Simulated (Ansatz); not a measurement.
**The cluster B2P+: the relaxed shape and its frontier levels**

What does the cluster B2P+ look like as a singlet, and where do its frontier electrons sit?

The runs use Ansatz 0.2.0, Gaussian basis; RKS PBE0-D4/def2-TZVP.

Plan: relaxation at r2SCAN-D4/def2-TZVP; a single point at PBE0-D4/def2-TZVP.

1 further run of the same task is left out (set aside as unsound or not needed). Runs told in other sessions of the task aren't counted.

## (1) The starting structure

3 atoms, charge 1, spin multiplicity 1.

Atoms are counted from 1 here; the program's logs count them from 0.

Bond lengths: B1–B2 1.471 Å, B1–P3 1.905 Å, B2–P3 1.904 Å. Angles: B2–B1–P3 67.3°, B1–B2–P3 67.3°, B1–P3–B2 45.4°.

As a file:

```xyz
3
charge 1, multiplicity 1
B    -0.8034    0.4635    0.1543
B    -0.2708   -0.7138   -0.5483
P     1.0742    0.2503    0.3941
```

The ion is computed in the gas phase, without counter-ions or solvent.

The start is a GFN1-xTB geometry.

## (2) Optimising with r2SCAN-D4/def2-TZVP

File in.yaml:

```yaml
crystal:
  periodic: [false, false, false]
  atoms:
    - {symbol: B, position_ang: [-0.803390, 0.463520, 0.154270]}
    - {symbol: B, position_ang: [-0.270800, -0.713830, -0.548330]}
    - {symbol: P, position_ang: [1.074180, 0.250310, 0.394060]}
basis:
  gaussian: {orbitals: def2-TZVP}
total_charge: 1
hamiltonian: {xc: r2scan, dispersion: d4}
scf: {omitted_lower_state_checks: [starts]}
output: {orbitals: {seedname: orbitals}}
relax: {f_tol: 0.02, max_steps: 100}
```

Run with:

```console
ansatz run in.yaml --threads 4 --pin off --events-out ev --progress --plain --max-ram 3916MiB
```

Further steps of the session: Single point, PBE0-D4/def2-TZVP.

Q: Predict the results of all the runs planned. Wanted: point group; commonest bond; HOMO, LUMO at PBE0-D4/def2-TZVP.

**Answer**, as computed:

| quantity | value |
| --- | --- |
| point group | C2v |
| commonest bond | B–P, 2 of mean length 1.811 Å |
| HOMO, LUMO at PBE0-D4/def2-TZVP | -14.70, -11.07 eV |

What this shows: The molecule keeps its bonding pattern by the stored test; the atoms moved 0.05 Å (rms). No usable vibrations, so a minimum isn't proven. The HOMO lies nearest to P3 40 %; B1, B2 about 30 % each and the LUMO to B1, B2 about 46 % each; P3 8 %. Whether this spin is the lowest isn't tested here.
